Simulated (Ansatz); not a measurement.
[NH$_{2}$···H···H], doublet in cc-pVTZ: errors against UCCSDT(Q)

Geometry: a point of a hydrogen-transfer path between rigid fragments, not a stationary point.

| atom | x (Å) | y (Å) | z (Å) |
| --- | --- | --- | --- |
| N | -0.1701 | -0.0316 | -0.0492 |
| H | -0.4673 | 0.9362 | -0.0492 |
| H | -0.4673 | -0.4339 | 0.8311 |
| H | 1.2039 | -0.0316 | -0.0492 |
| H | 2.0939 | -0.0316 | -0.0492 |

Basis cc-pVTZ; Ansatz 0.2.0. Only valence electrons are correlated (noble-gas cores frozen), which leaves 9 electrons in 85 orbitals. Prefix R: restricted or restricted open-shell reference; prefix U: unrestricted. Active spaces: pair = (3e, 3o) about the gap; valence = (9e, 8o) chosen from the atoms' valence shells.

Full CI isn't at hand for all of this; UCCSDT(Q) serves as the reference, and is uncertain by about the last step of the cluster series. The frozen core follows each run's orbitals, which can shift R against U totals by a few meV.

For open shells CISD is restricted-active-space CI with the open shells as a complete middle space.

* UHF ⟨S²⟩: 0.789
* T1 diagnostic (RCCSD): 0.0433
* largest doubles amplitude (RCCSD): 0.039
* T1 diagnostic (UCCSD): 0.0226

Q: From what is known of these methods and the diagnostics, rank them by the size of their error in total energy against UCCSDT(Q) in cc-pVTZ, smallest first (an estimate: the text doesn't fix the numbers).
A. NEVPT2 (pair space)
B. UCCSD(T)
C. MRCISD (valence space)
D. UMP2
E. RCCSD

A: B (26 meV), E (247 meV), C (308 meV), A (768 meV), D (904 meV).

All errors are against UCCSDT(Q) in cc-pVTZ. Within each family the higher level lies nearer, as is usual though not guaranteed.

Natural occupations of CASSCF (valence space) about the gap: 1.995 1.978 1.977 1.966 1.002 0.037 0.023 0.023; effectively unpaired electrons, Σ n²(2−n)², 1.02.
